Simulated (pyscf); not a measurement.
A first-order saddle from PySCF, ωB97X-D3(BJ)/def2-SVP:

```xyz
13

C      0.4794     0.7786    -0.3326
Al    -1.1995    -0.0252    -0.8045
O     -1.3039    -1.7259    -0.8935
O     -2.5536     0.9863    -1.0374
H      0.4280     0.8761     0.9682
H      0.6416     1.8226    -0.6389
H      1.3889     0.1803    -0.4904
H     -2.0681    -2.2752    -1.0710
H     -3.4588     0.7478    -1.2395
C      0.4449     1.0186     2.3558
H     -0.4450     1.6219     2.5755
H      0.3921    -0.0096     2.7355
H      1.3908     1.5260     2.5793
```
Charge 0, spin multiplicity 2.

Surface: doublet, charge 0. Lowest wavenumbers (cm⁻¹): 1732i, 28, 37, 61, 192.

Problem. Which two sides does it connect, and which bonds change?

Solution. `[CH3][Al]([OH])[OH]` + `[CH3]` [doublet] <-> `[CH2][Al]([OH])[OH]` [doublet] + `[CH4]`, a hydrogen abstraction read from left to right: C–H broken and C–H formed. At ωB97M-D3(BJ)/def2-TZVP it lies +13.3 kcal/mol from the left side and +19.5 kcal/mol from the right (each side as separated species at their lowest minima found). On the reactant side the descent ends in a complex (not fully relaxed), 6.9 kcal/mol under the separated species and 18.9 kcal/mol under the saddle at ωB97X-D3(BJ)/def2-TZVP. This is the saddle that the search found; another between the same sides may lie lower. The angle at the transferred H is 177°.
